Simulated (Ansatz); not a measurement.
# C₄H₇N: up Jacob's ladder to CCSD(T)

An exercise on one series of results from a longer session: the logs are not shown, and one member is left open.

The runs use Ansatz 0.2.0, Gaussian basis; functionals in def2-TZVPP, the program's frozen cores in correlated methods.

Levels to be run: LDA (SPW92), PBE-D4, revPBE-D4, BLYP-D4, r2SCAN-D4, B97M-V, PBE0-D4, B3LYP-D4, r2SCANh-D4, r2SCAN0-D4, HSE06-D4, BHLYP-D4, CAM-B3LYP-D4, LC-ωPBE, ωB97X-V, ωB97M-V, B2PLYP, PBE-QIDH; CCSD(T)/def2-SVP; CCSD(T)/def2-TZVPP; MP2/def2-QZVPP; extrapolation to the limit; RPA on PBE.

## The relaxed structure

The geometry comes from an earlier relaxation with PBE0-D4 in a triple-zeta def2 set; it is a stationary point, not always the lowest conformer.

SMILES `C=CC(=C)N`, 12 atoms, charge 0, spin multiplicity 1.

Atoms are counted from 1 here; the program's logs count them from 0.

Bond lengths: C1–C2 1.331 Å, C1–H6 1.083 Å, C1–H7 1.084 Å, C2–C3 1.461 Å, C2–H8 1.085 Å, C3–C4 1.342 Å, C3–N5 1.387 Å, C4–H9 1.081 Å, C4–H10 1.084 Å, N5–H11 1.008 Å, N5–H12 1.007 Å. Angles: C2–C1–H6 121.0°, C2–C1–H7 122.3°, H6–C1–H7 116.7°, C1–C2–C3 125.7°, C1–C2–H8 119.5°, C3–C2–H8 114.7°, C2–C3–C4 119.9°, C2–C3–N5 116.6°, C4–C3–N5 123.5°, C3–C4–H9 120.3°, C3–C4–H10 122.0°, H9–C4–H10 117.7°, C3–N5–H11 114.4°, C3–N5–H12 114.3°, H11–N5–H12 111.7°.

Geometry (Å):

```
C    -1.7940    0.4228    0.5824
C    -0.4892    0.3171    0.8215
C     0.5156   -0.1628   -0.1245
C     1.7714   -0.3892    0.2913
N     0.0790   -0.4203   -1.4158
H    -2.4708    0.7959    1.3410
H    -2.2372    0.1166   -0.3587
H    -0.0985    0.6036    1.7926
H     2.0345   -0.2523    1.3306
H     2.5433   -0.7438   -0.3816
H    -0.5967    0.2408   -1.7662
H     0.8196   -0.5838   -2.0789
```

The first run:

in.yaml

```yaml
crystal:
  periodic: [false, false, false]
  atoms:
    - {symbol: C, position_ang: [-1.794020, 0.422787, 0.582441]}
    - {symbol: C, position_ang: [-0.489199, 0.317112, 0.821458]}
    - {symbol: C, position_ang: [0.515607, -0.162762, -0.124475]}
    - {symbol: C, position_ang: [1.771446, -0.389188, 0.291276]}
    - {symbol: N, position_ang: [0.079024, -0.420261, -1.415758]}
    - {symbol: H, position_ang: [-2.470792, 0.795872, 1.341003]}
    - {symbol: H, position_ang: [-2.237217, 0.116580, -0.358707]}
    - {symbol: H, position_ang: [-0.098545, 0.603639, 1.792624]}
    - {symbol: H, position_ang: [2.034475, -0.252274, 1.330645]}
    - {symbol: H, position_ang: [2.543341, -0.743781, -0.381587]}
    - {symbol: H, position_ang: [-0.596710, 0.240790, -1.766194]}
    - {symbol: H, position_ang: [0.819589, -0.583815, -2.078924]}
basis:
  gaussian: {orbitals: def2-TZVPP}
hamiltonian: {xc: lda}
output: {orbitals: {seedname: orbitals}}
```

Among the steps run: LDA; PBE-D4 (GGA); revPBE-D4 (GGA); BLYP-D4 (GGA); r2SCAN-D4 (meta-GGA); B97M-V (meta-GGA); PBE0-D4 (hybrid); B3LYP-D4 (hybrid); r2SCANh-D4 (hybrid); r2SCAN0-D4 (hybrid); HSE06-D4 (hybrid); BHLYP-D4 (hybrid); CAM-B3LYP-D4 (range-separated); LC-ωPBE (range-separated); ωB97X-V (range-separated); ωB97M-V (range-separated); B2PLYP (double hybrid); PBE-QIDH (double hybrid).

One of the session's tables, all rows but one given; the rest of the session is left out.

It belongs to the step «Frontier levels by functional». 

| functional | HOMO (eV) | gap (eV) |
| --- | --- | --- |
| LDA (SPW92) | -5.21 | 3.40 |
| PBE-D4 | -5.02 | 3.45 |
| revPBE-D4 | -4.95 | 3.47 |
| BLYP-D4 | ? | ? |
| r2SCAN-D4 | -5.20 | 3.78 |
| B97M-V | -5.22 | 3.88 |
| PBE0-D4 | -6.08 | 5.42 |
| B3LYP-D4 | -5.88 | 5.01 |
| r2SCANh-D4 | -5.60 | 4.52 |
| r2SCAN0-D4 | -6.21 | 5.63 |
| HSE06-D4 | -5.68 | 4.65 |
| BHLYP-D4 | -7.00 | 7.38 |
| CAM-B3LYP-D4 | -7.34 | 7.77 |
| LC-ωPBE | -8.64 | 10.16 |
| ωB97X-V | -8.28 | 9.76 |
| ωB97M-V | -8.21 | 9.58 |

Estimate the missing values for BLYP-D4.

Worked estimate for «HOMO (eV)». Against the share of exact exchange, B3LYP-D4 (0.2, -5.88), BHLYP-D4 (0.5, -7.00) give a slope of -3.73 per unit share; at 0 the line stands at -5.13.

As computed: HOMO (eV): -4.87; gap (eV): 3.44. In «HOMO (eV)» the line misses by -0.26.
